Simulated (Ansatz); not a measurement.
# Nudged elastic band run: CH$_{5}$Al

The input (input.yaml):

```yaml
crystal:
  periodic: [false, false, false]
  atoms:
    - { symbol: Al, position_ang: [0.566898, 0.030742, -0.006026] }
    - { symbol: C, position_ang: [1.08659, -0.0325, 1.891468] }
    - { symbol: H, position_ang: [0.23605, -0.204706, 2.571561] }
    - { symbol: H, position_ang: [1.833041, -0.828465, 2.072074] }
    - { symbol: H, position_ang: [1.574656, 0.912896, 2.19536] }
    - { symbol: H, position_ang: [1.691615, 0.220405, -1.141424] }
    - { symbol: H, position_ang: [-0.969048, -0.098371, -0.467015] }
basis:
  gaussian: { orbitals: "6-31G*" }
hamiltonian:
  xc: pbe
  dispersion: d4
neb:
  order_check: false
  images: 5
  f_tol: 0.03
  max_iterations: 60
  final_atoms:
    - { symbol: Al, position_ang: [-0.45541807, 0.94194955, -0.72776079] }
    - { symbol: C, position_ang: [1.57933685, -0.13369051, 1.56691925] }
    - { symbol: H, position_ang: [0.55893904, -0.50967148, 1.37206609] }
    - { symbol: H, position_ang: [1.99159692, -0.70294351, 2.41502076] }
    - { symbol: H, position_ang: [1.55507707, 0.93593555, 1.8277067] }
    - { symbol: H, position_ang: [2.22206346, -0.28123929, 0.68524348] }
    - { symbol: H, position_ang: [-1.43179326, -0.2503393, -0.02319748] }
  initial_path:
    images:
      - { positions_ang: [[0.566898, 0.030742, -0.006026], [1.08659, -0.0325, 1.891468], [0.23605, -0.204706, 2.571561], [1.833041, -0.828465, 2.072074], [1.574656, 0.912896, 2.19536], [1.691615, 0.220405, -1.141424], [-0.969048, -0.098371, -0.467015]] }
      - { positions_ang: [[0.38207044, 0.02694639, -0.00741456], [1.1900316, -0.02573417, 1.81446398], [0.28712721, -0.24066284, 2.38642758], [1.939167, -0.7975627, 2.05929284], [1.59533912, 0.94256757, 2.14452438], [1.71508491, 0.14584512, -0.70118832], [-1.08901828, -0.05139838, -0.58010791]] }
      - { positions_ang: [[0.19724288, 0.02315079, -0.00880311], [1.2934732, -0.01896833, 1.73745996], [0.33820442, -0.27661968, 2.20129415], [2.045293, -0.7666604, 2.04651169], [1.61602225, 0.97223914, 2.09368877], [1.73855482, 0.07128523, -0.26095264], [-1.20898856, -0.00442576, -0.69320082]] }
      - { positions_ang: [[0.01241532, 0.01935518, -0.01019167], [1.3969148, -0.0122025, 1.66045593], [0.38928163, -0.31257652, 2.01616073], [2.151419, -0.73575809, 2.03373053], [1.63670537, 1.00191071, 2.04285315], [1.76202473, -0.00327465, 0.17928305], [-1.32895885, 0.04254687, -0.80629373]] }
      - { positions_ang: [[-0.14352914, 0.32688664, -0.24938137], [1.45772215, -0.0526985, 1.62927704], [0.4458341, -0.37827484, 1.80146251], [2.09814497, -0.7248199, 2.16082727], [1.60949594, 0.97991899, 1.97113767], [1.91537097, -0.09592953, 0.34793652], [-1.36323699, -0.05508186, -0.54526164]] }
      - { positions_ang: [[-0.29947361, 0.63441809, -0.48857108], [1.5185295, -0.09319451, 1.59809814], [0.50238657, -0.44397316, 1.5867643], [2.04487095, -0.71388171, 2.28792402], [1.5822865, 0.95792727, 1.89942218], [2.06871722, -0.18858441, 0.51659], [-1.39751512, -0.15271058, -0.28422956]] }
      - { positions_ang: [[-0.45541807, 0.94194955, -0.72776079], [1.57933685, -0.13369051, 1.56691925], [0.55893904, -0.50967148, 1.37206609], [1.99159692, -0.70294351, 2.41502076], [1.55507707, 0.93593555, 1.8277067], [2.22206346, -0.28123929, 0.68524348], [-1.43179326, -0.2503393, -0.02319748]] }
```

Command:

```bash
$ ansatz run input.yaml --threads 1 --pin off --max-ram 2048MiB --backend cpu --events-out ev --progress --plain --runs-dir out
```

Output, in part (warnings, iteration lines, the closing report on the highest movable image, with atoms numbered from 0):

```
NEB end point (image 0): max|allowed force component| = 1.655e-2 eV/Å (the criterion of neb.relax_end_points is 1.000e-2)
NEB end point (image 6): max|allowed force component| = 8.703e-3 eV/Å (the criterion of neb.relax_end_points is 1.000e-2)
NEB iter   1: max|band force component| = 7.259e0 eV/Å  barrier→ = 5.0728 eV  barrier← = 4.1741 eV  Δτ_max = 0.2000 Å  (334 SCF iters)
NEB iter   2: max|band force component| = 3.431e0 eV/Å  barrier→ = 3.8861 eV  barrier← = 2.9874 eV  Δτ_max = 0.1922 Å  (126 SCF iters)
NEB iter   3: max|band force component| = 1.275e0 eV/Å  barrier→ = 3.2855 eV  barrier← = 2.3868 eV  Δτ_max = 0.2000 Å  (122 SCF iters)
NEB iter   4: max|band force component| = 1.010e0 eV/Å  barrier→ = 3.0780 eV  barrier← = 2.1793 eV  Δτ_max = 0.2000 Å  (120 SCF iters)
NEB iter   5: max|band force component| = 6.442e-1 eV/Å  barrier→ = 2.8114 eV  barrier← = 1.9127 eV  Δτ_max = 0.2000 Å  (118 SCF iters)
NEB iter   6: max|band force component| = 6.612e-1 eV/Å  barrier→ = 2.4207 eV  barrier← = 1.5220 eV  Δτ_max = 0.0918 Å  (121 SCF iters)
NEB iter   7: max|band force component| = 5.117e-1 eV/Å  barrier→ = 2.2785 eV  barrier← = 1.3798 eV  Δτ_max = 0.0994 Å  (116 SCF iters)
NEB iter   8: max|band force component| = 2.060e0 eV/Å  barrier→ = 2.3148 eV  barrier← = 1.4161 eV  CI = image 3  Δτ_max = 0.2000 Å  (114 SCF iters)
NEB iter   9: max|band force component| = 1.156e0 eV/Å  barrier→ = 2.7981 eV  barrier← = 1.8994 eV  CI = image 3  Δτ_max = 0.1972 Å  (119 SCF iters)
NEB iter  10: max|band force component| = 6.841e-1 eV/Å  barrier→ = 2.8352 eV  barrier← = 1.9365 eV  CI = image 3  Δτ_max = 0.1391 Å  (119 SCF iters)
NEB iter  11: max|band force component| = 2.718e-1 eV/Å  barrier→ = 2.8160 eV  barrier← = 1.9173 eV  CI = image 3  Δτ_max = 0.0516 Å  (113 SCF iters)
NEB iter  12: max|band force component| = 1.568e-1 eV/Å  barrier→ = 2.7979 eV  barrier← = 1.8992 eV  CI = image 3  Δτ_max = 0.0763 Å  (107 SCF iters)
NEB iter  13: max|band force component| = 1.173e-1 eV/Å  barrier→ = 2.7933 eV  barrier← = 1.8946 eV  CI = image 3  Δτ_max = 0.0436 Å  (108 SCF iters)
NEB iter  14: max|band force component| = 9.932e-2 eV/Å  barrier→ = 2.7922 eV  barrier← = 1.8935 eV  CI = image 3  Δτ_max = 0.0257 Å  (106 SCF iters)
NEB iter  15: max|band force component| = 5.133e-2 eV/Å  barrier→ = 2.7915 eV  barrier← = 1.8928 eV  CI = image 3  Δτ_max = 0.0232 Å  (102 SCF iters)
NEB iter  16: max|band force component| = 5.054e-2 eV/Å  barrier→ = 2.7908 eV  barrier← = 1.8921 eV  CI = image 3  Δτ_max = 0.0169 Å  (100 SCF iters)
NEB iter  17: max|band force component| = 3.032e-2 eV/Å  barrier→ = 2.7905 eV  barrier← = 1.8918 eV  CI = image 3  Δτ_max = 0.0120 Å  (93 SCF iters)
NEB iter  18: max|band force component| = 2.150e-2 eV/Å  barrier→ = 2.7903 eV  barrier← = 1.8917 eV  CI = image 3  Δτ_max = 0.0000 Å  (208 SCF iters)
Total energy: -7706.14625511 eV, -283.1956514617 hartree
Atom 0 at     0.430549    -0.031876    -0.544301 Å, force    -0.019991     0.005439     0.004239 eV/Å
Atom 1 at     1.157705    -0.030981     1.640691 Å, force    -0.001567     0.019556    -0.004838 eV/Å
Atom 2 at     0.394309    -0.656552     2.133725 Å, force     0.000722    -0.006606     0.001885 eV/Å
Atom 3 at     2.160146    -0.347017     1.965084 Å, force     0.000794    -0.005120     0.002532 eV/Å
Atom 4 at     1.010317     1.033743     1.894609 Å, force    -0.001425    -0.004034     0.001665 eV/Å
Atom 5 at     1.852802    -0.451544     0.033832 Å, force     0.011058    -0.006285    -0.000183 eV/Å
Atom 6 at    -0.986026     0.484228    -0.007642 Å, force     0.010408    -0.002951    -0.005301 eV/Å
Dipole moment:    -0.015960     0.023608     0.166808 e Å
```

The run converged. Neighbouring images differ by up to 2.1 eV, so the band resolves the path poorly. A vibrational analysis at the climbing image gives one clearly imaginary mode, 1100i cm⁻¹: a first-order saddle point. The orbitals stay closed-shell, which can raise the energy where a bond breaks towards radicals; this wasn't checked here.

Final band (atoms are numbered from 1 in the order of the input):

```json
{"image": "0", "path coordinate (Å)": "0.00", "energy (kcal/mol)": "0.0", "Al1–C2 (Å)": "1.97", "Al1–H6 (Å)": "1.61", "C2–H6 (Å)": "3.10"}
{"image": "1", "path coordinate (Å)": "0.87", "energy (kcal/mol)": "0.0", "Al1–C2 (Å)": "1.97", "Al1–H6 (Å)": "1.61", "C2–H6 (Å)": "3.12"}
{"image": "2", "path coordinate (Å)": "1.73", "energy (kcal/mol)": "17.0", "Al1–C2 (Å)": "1.94", "Al1–H6 (Å)": "1.56", "C2–H6 (Å)": "2.54"}
{"image": "3", "path coordinate (Å)": "2.60", "energy (kcal/mol)": "64.3", "Al1–C2 (Å)": "2.30", "Al1–H6 (Å)": "1.59", "C2–H6 (Å)": "1.80"}
{"image": "4", "path coordinate (Å)": "3.52", "energy (kcal/mol)": "22.5", "Al1–C2 (Å)": "2.93", "Al1–H6 (Å)": "2.18", "C2–H6 (Å)": "1.13"}
{"image": "5", "path coordinate (Å)": "4.43", "energy (kcal/mol)": "21.0", "Al1–C2 (Å)": "3.35", "Al1–H6 (Å)": "2.86", "C2–H6 (Å)": "1.10"}
{"image": "6", "path coordinate (Å)": "5.35", "energy (kcal/mol)": "20.7", "Al1–C2 (Å)": "3.25", "Al1–H6 (Å)": "3.27", "C2–H6 (Å)": "1.10"}
```

The run took 100 s on 1 thread of Arm Neoverse V1, with other jobs on the host, peak memory 0.088 GiB.
